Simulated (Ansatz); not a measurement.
Saddle point of CH₆NO, doublet (CH₃O ([CH3][O]) + NH₃ → CH₄O ([CH3][OH]) + NH₂; bonds formed: H1–O3; bonds broken: H1–N2), PBE0-D4/def2-TZVP structure:

```
9
angstrom
H 0.3973 -0.0630 -0.8741
N 0.6368 1.0669 -1.2857
O -0.2769 -0.8956 -0.3988
C -0.2786 -0.7750 0.9853
H 0.4338 1.7366 -0.5446
H -0.0471 1.2548 -2.0182
H 0.6983 -0.4781 1.3901
H -1.0478 -0.0809 1.3517
H -0.5157 -1.7655 1.3944
```

Energies are electronic, without zero-point energy. Barriers and step energies count from the start structure reached by relaxing down the imaginary mode; all methods use the PBE0-D4 structures, on which another method's saddle can fall below an end. Program: Ansatz 0.2.0. Basis: def2-TZVPP, with def2-QZVPP for the basis limit. Cores are frozen in the correlated methods; orbitals are unrestricted. B3LYP uses VWN-RPA correlation. Extrapolation: Hartree–Fock as exp(−7.88 √X), correlation as X^−2.97.

```csv
method,barrier (kcal/mol),step energy (kcal/mol)
SPW92,-2.77,5.64
PBE-D4,3.30,4.53
BLYP-D4,4.59,4.36
r2SCAN-D4,6.47,3.01
B97M-V,10.96,4.16
PBE0-D4,10.33,2.86
B3LYP-D4,?,3.10
r2SCAN0-D4,?,2.31
BHLYP-D4,18.47,2.44
CAM-B3LYP-D4,12.67,2.61
wB97X-V,?,3.01
wB97M-V,14.68,2.76
B2PLYP,11.66,1.25
PBE-QIDH,14.48,0.64
RPA on PBE,9.42,0.41
HF,35.13,2.49
MP2,12.67,-3.06
CCSD,17.46,0.00
CCSD(T),14.47,0.00
```

Task: Fill in the withheld barriers. (An estimate is asked for; the value comes from the calculation.)

Result: The calculation gives: B3LYP-D4 9.80; wB97X-V 14.42; r2SCAN0-D4 12.53 kcal/mol. Each is the energy of the saddle less that of the start structure, by the same method.

For comparison, the barrier by CCSD(T) at an estimated basis limit (MP2 extrapolated from triple and quadruple zeta, plus CCSD(T) − MP2 in triple zeta) is 14.10 kcal/mol.

T1 diagnostic: at most 0.024. ⟨S²⟩ of the unrestricted Hartree–Fock references: 0.76 to 0.79 (a pure state has 0.75).

Labels in which every atom is bracketed show which atoms are joined, not bond orders.

For scale, one of the runs: CCSD(T)/def2-TZVPP, 177 basis functions (an equivalent command: `ansatz run in.yaml --threads 4`). Hardware: 4 CPU threads, shared host. Wall time 110 s; peak host memory 4.4 GiB.
